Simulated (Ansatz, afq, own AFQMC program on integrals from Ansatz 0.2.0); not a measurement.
AFQMC on a folder of integrals that Ansatz 0.2.0 wrote.

```yaml
crystal:
  periodic: [false, false, false]
  atoms:
    - {symbol: N, position_ang: [-0.016577, -0.109229, 0.531451]}
    - {symbol: C, position_ang: [0.100610, 0.077781, -0.596155]}
    - {symbol: H, position_ang: [-0.269158, 0.764251, 1.011248]}
    - {symbol: H, position_ang: [-0.699351, -0.173210, -1.292641]}
basis:
  gaussian: {orbitals: cc-pVDZ}
magnetization: {spin_polarized: true, initial_magnetization: 3}
correlation: {method: ccsd_t, electrons: outside_noble_gas, hamiltonian_folder: ham}
```

```sh
$ ansatz run in.yaml --threads 1 --pin off --events-out ev --progress --plain --max-ram 1382MiB
```

Options of the walk:

```
--method phaseless --trial cisd --walkers 60 --populations 1 --least-time 40 --time-step 0.005 --steps-per-block 50 --equilibration-blocks 28 --max-blocks 300 --target-error 0.0004 --factor-cut 1e-05 --start spin_pure --seed 7442 --release-times 0.24,0.51,0.99,1.62,2.4 --release-step 0.03 --release-every 4 --taylor-order 6
```

Times are imaginary, in 1/Eh. The walk had a cap of 1161 s.

Log:

```
orbitals 36  electrons 7 4  factors 289 of 354
reference energy -93.21616571 Eh
CCSD correlation -0.24414471 Eh in 15 cycles, weight of the determinant in the CISD state 0.9079
energy of the start -93.460029 Eh
 block  time / (1/Eh)  mean weight  energy / Eh
     1     0.250  1.0005  -93.458821
     2     0.500  0.9999  -93.460339
     3     0.750  0.9992  -93.462824
     4     1.000  1.0015  -93.467765
     5     1.250  1.0017  -93.467795
     9     2.250  1.0003  -93.464005
    21     5.250  1.0026  -93.470323
    41    10.250  1.0024  -93.472111
    61    15.250  1.0002  -93.461057
    71    17.750  0.9987  -93.473788
    81    20.250  1.0010  -93.468985
   101    25.250  0.9999  -93.469010
   121    30.250  1.0011  -93.464022
   141    35.250  0.9978  -93.467723
   161    40.250  0.9999  -93.466515
   181    45.250  1.0002  -93.472171
   201    50.250  0.9996  -93.465136
   221    55.250  1.0028  -93.464403
   226    56.500  0.9963  -93.460679
   236    59.000  1.0018  -93.462975
blocks merged  error / Eh  count
     1  0.000256  210
     2  0.000318  105
     4  0.000355  52
     8  0.000389  26
    16  0.000502  13
released: time / (1/Eh)  energy / Eh  error  mean overlap
  0.24  -93.466738  0.000448  0.9901
  0.51  -93.467313  0.000409  0.9799
  0.99  -93.466910  0.000520  0.9865
  1.62  -93.467063  0.000577  0.9625
  2.40  -93.467388  0.000666  0.9224
energy -93.466409 +/- 0.000389 Eh
(rows thinned)
```

The run passed its tests (sampling time, drift between the halves within three errors, error under three times the target), which doesn't prove that it has relaxed. The second half of the sampling lies above the first by 2.2 errors of their difference, so the energy may still be moving and its error bar be too small.

Against this walk (error 10.6 meV) on the same determinant: CCSD(T) 19.5 meV higher (within the noise), CCSDT(Q) 9.0 meV lower (within the noise). The error is statistical and leaves out the bias of the constraint. Released to 2.40 1/Eh the energy moves by -27 ± 21 meV (both errors), within twice the noise.

Cautions: constraint bias not in the error; lower spins were not checked.

The walk took 2.3 min on 1 thread of AMD EPYC 9R45 96-Core Processor (Zen 5), on a shared host. The log's last line is the phaseless energy.

CCSDT and higher add their correlation energy to the determinant of the CCSD(T) run, since their own runs factorise the integrals more tightly (a shift of under 2 meV).
